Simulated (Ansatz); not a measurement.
A made-up structure of Al2BH5, closed shell:

```xyz
8
angstrom
B -0.6950 1.3654 -1.3647
Al 0.7608 0.3846 -0.2033
Al 0.1323 -1.5412 1.4186
H -1.0266 0.9758 -2.4513
H -1.3055 2.3206 -0.9681
H 2.2945 0.8273 -0.3160
H 0.0463 0.4998 -1.2108
H -0.2658 -1.2670 2.9392
```

It is relaxed with PBE-D4/def2-SVP and then PBE0-D4/def2-TZVP (Ansatz 0.2.0). Atoms count as bonded within 1.22 times the sum of their covalent radii (H–H: 0.88 Å). The end point is not checked to be a true minimum.

**Question.** Does its bonding change? (Judge from chemistry; the calculation decides.)

**Answer.** The calculation gives: Yes. Formed: B1–Al3, Al3–H4; broken: none.

Where it ends: The first stage lowers the energy by 4.91 eV in 25 steps. It ends as Al₂BH₅ ([H]1[AlH]2[AlH]3[H][BH]123):
B1  (-0.527, 0.924, -0.730)
Al2  (1.502, 0.541, -0.122)
Al3  (-0.346, -0.588, 0.792)
H4  (-1.132, -0.197, -0.806)
H5  (-1.250, 1.788, -1.127)
H6  (2.757, 1.468, -0.343)
H7  (0.415, 0.744, -1.573)
H8  (-1.479, -1.115, 1.753)
(Å)

Labels in which every atom is bracketed show which atoms are joined, not bond orders.

For scale, one of the runs: PBE0-D4/def2-TZVP relaxation, 135 basis functions, launched by `ansatz run in.yaml --threads 2 --pin off --events-out ev --progress --plain --max-ram 4352MiB`. Hardware: 2 CPU threads of an Intel Xeon Platinum 8488C, shared host. Wall time about 8.5 s.
